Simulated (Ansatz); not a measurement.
System: grey tin (α-Sn). Method: revPBE (Ansatz, a quantum-chemistry and plane-wave program, PAW).

Settings: plane-wave cutoff 520 eV, 20×20×20 k mesh, Fermi–Dirac smearing 0.05 eV, scalar-relativistic PAW data made under PBE.

Computed at the level's own relaxed cell.

```
Sn
1.0
    0.00000     3.35520     3.35520
    3.35520     0.00000     3.35520
    3.35520     3.35520     0.00000
Sn
2
Direct
  0.50000   0.50000   0.50000
  0.75000   0.75000   0.75000
```

### Question
Give the elastic tensor (Voigt notation, GPa, ions relaxed, in the Cartesian axes of the cell as printed).

### Answer

```
   52.0    23.4    23.4     0.0     0.0     0.0
   23.4    52.0    23.4     0.0     0.0     0.0
   23.4    23.4    52.0     0.0     0.0     0.0
    0.0     0.0     0.0    25.1     0.0     0.0
    0.0     0.0     0.0     0.0    25.1     0.0
    0.0     0.0     0.0     0.0     0.0    25.1
```

Measured, for comparison: elastic constant C11 69 GPa, elastic constant C12 29.3 GPa, elastic constant C44 36.2 GPa (low temperature, zero-point motion not removed; as tabulated in Tanner et al. (2021), arXiv:2110.11888). Computed (rounded) less measured: elastic constant C11 -25 %, elastic constant C12 -20 %, elastic constant C44 -31 %.

Note: the solid has no gap at this level, which affects its response.

Computed values are for the static lattice.
